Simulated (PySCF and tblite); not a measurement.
Values are calculated unless marked as measured or tabulated.
**Conformer ensemble of 1,4-Dichlorobutane, C₄H₈Cl₂, numbered as in [Cl:1][CH2:2][CH2:3][CH2:4][CH2:5][Cl:6]**

Search: ETKDG, MMFF94s, GFN2-xTB, 150 starts; geometries at GFN2-xTB. Weights use HF-D3(BJ)/pcSseg-1 (IEF-PCM, chloroform) energies plus GFN2-xTB zero-point and thermal terms (modes under about 100 cm⁻¹ blended into free rotors). Symmetry numbers and mirror images are counted. Conformers within 3 kcal/mol (GFN2-xTB free energy) were kept, 4 at most. GIAO shieldings: HF/pcSseg-1 (IEF-PCM, chloroform). Shifts are against TMS (¹H), TMS (¹³C) at the same level. Programs: PySCF with density fitting and tblite.

Torsions listed: Cl1–C2–C3–C4, C2–C3–C4–C5, C3–C4–C5–Cl6. Of a mirror pair one member is shown.

| conformer | shape | symmetry | E(GFN2) kcal/mol | E(HF) kcal/mol | G(298.15 K) kcal/mol | weight % | dipole D |
| --- | --- | --- | --- | --- | --- | --- | --- |
| 1 | 65°, 180°, -65° | Ci | 0.00 | 0.00 | 0.00 | 33.0 | 0.01 |
| 2 | -65°, 180°, 179° | C1 (pair) | 0.89 | 0.68 | 0.06 | 30.0 | 4.25 |
| 3 | 60°, 66°, 61° | C2 (pair) | 0.32 | 0.22 | 0.31 | 19.7 | 0.32 |
| 4 | -64°, -178°, -64° | C2 (pair) | 0.52 | 0.43 | 0.38 | 17.3 | 4.47 |

Weights (%) against temperature:

| T (K) | 1 | 2 | 3 | 4 | S(mix) cal/mol/K |
| --- | --- | --- | --- | --- | --- |
| 150 | 52.2 | 15.2 | 19.6 | 12.9 | 3.06 |
| 200 | 42.5 | 21.9 | 20.2 | 15.3 | 3.39 |
| 250 | 36.7 | 26.7 | 20.0 | 16.6 | 3.54 |
| 298.15 | 33.0 | 30.0 | 19.7 | 17.3 | 3.61 |
| 400 | 28.3 | 34.6 | 18.9 | 18.2 | 3.67 |

Averaged shifts at 298.15 K. ¹H: 3.75 (H2/H5, 4H), 1.78 (H3/H4, 4H) ppm. ¹³C: 47.9 (C2/C5), 30.7 (C3/C4) ppm.

Coordinates of conformer 1 (Å):

```xyz
14

Cl   -2.393   -1.521    0.476
C    -1.931    0.078   -0.176
C    -0.536    0.468    0.277
C     0.535   -0.468   -0.280
C     1.931   -0.077    0.173
Cl    2.392    1.521   -0.483
H    -2.676    0.786    0.185
H    -1.990    0.000   -1.262
H    -0.341    1.486   -0.066
H    -0.494    0.463    1.368
H     0.493   -0.465   -1.371
H     0.341   -1.486    0.065
H     2.676   -0.786   -0.188
H     1.990    0.003    1.258
```

Coordinates of conformer 2 (Å):

```xyz
14

Cl   -2.278    0.517    1.531
C    -1.960   -0.124   -0.106
C    -0.528   -0.618   -0.229
C     0.486    0.519   -0.097
C     1.907   -0.004   -0.217
Cl    3.079    1.336   -0.086
H    -2.162    0.688   -0.805
H    -2.671   -0.934   -0.264
H    -0.337   -1.370    0.538
H    -0.420   -1.095   -1.206
H     0.359    1.008    0.870
H     0.306    1.263   -0.876
H     2.077   -0.478   -1.184
H     2.141   -0.707    0.582
```

Shifts are unscaled: against experiment ¹³C can be off by 15 ppm or more and ¹H by 0.8 ppm.
